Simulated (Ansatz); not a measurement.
H2S2, SMILES SS: the interaction energy of a dimer with the counterpoise correction, run with Ansatz 0.2.0, Python API.

Script `run_dimer.py`:
```python
"""Binding of a H2S2 dimer at a trial geometry."""

from dataclasses import dataclass

import ansatz as az


@dataclass
class RunConfig:
    basis_set: str = "cc-pVDZ"
    functional: str = "PBE0"


cfg = RunConfig()

FIRST = [
    ("S", (0.8347, -0.8162, 0.19)),
    ("S", (0.0587, 1.1393, 0.0326)),
    ("H", (-0.2571, -1.342, 0.8363)),
    ("H", (-0.6364, 1.019, -1.0588)),
]
SECOND = [
    ("S", (-1.1351, -4.2954, 0.954)),
    ("S", (-0.4432, -5.9759, 2.0255)),
    ("H", (-0.0441, -3.506, 1.2237)),
    ("H", (0.2947, -6.5363, 1.1144)),
]

def energy(atoms, ghosts=()):
    molecule = az.Crystal.molecule()
    for symbol, xyz in atoms:
        molecule = molecule.atom(symbol, xyz)
    calc = (
        molecule.calculation()
        .basis(gaussian=cfg.basis_set)  # atom-centred Gaussian functions
        .functional(cfg.functional)  # level of theory
    )
    deck = calc.input()
    if ghosts:
        deck = deck.set(az.key.basis.gaussian.ghost_atoms, [{"symbol": s, "position_ang": list(xyz)} for s, xyz in ghosts])
    return az.Session.from_dict(deck).plan().execute().report["free_energy_ev"]

# monomers in their own basis and in the basis of the dimer
both = energy(FIRST + SECOND)
alone = energy(FIRST) + energy(SECOND)
ghosted = energy(FIRST, SECOND) + energy(SECOND, FIRST)
print(f"dimer {both:.6f} eV")
print(f"interaction, uncorrected   {(both - alone):8.3f} eV")
print(f"interaction, counterpoise  {(both - ghosted):8.3f} eV")
print(f"basis-set superposition    {(alone - ghosted):8.3f} eV")
```

How large is the interaction at this pose, and how much of it is basis-set superposition?

Uncorrected it is 0.028 eV, with the counterpoise correction 0.042 eV; the difference, 0.01 eV, is the superposition error. In this basis both values are repulsive.

The output:

Output of `python run_dimer.py`:
```text
dimer -43391.345175 eV
interaction, uncorrected      0.028 eV
interaction, counterpoise     0.042 eV
basis-set superposition       0.013 eV
```

Reading the output:
- Total energies depend on the basis set; only differences at equal settings carry meaning.
- The dimer is a generated trial pose of unrelaxed monomers, not a minimum, so the figure is no binding energy, and the basis set is small.
- This level lacks the dispersion part of the attraction (electrostatics and induction are there), which can decide the sign where the interaction is weak.
- Hardware and time: 8.7 s on 1 thread of Arm Neoverse V2, on a shared host, peak memory 0.24 GiB.

(Lines on the test bed's own set-up are left out of the output.)
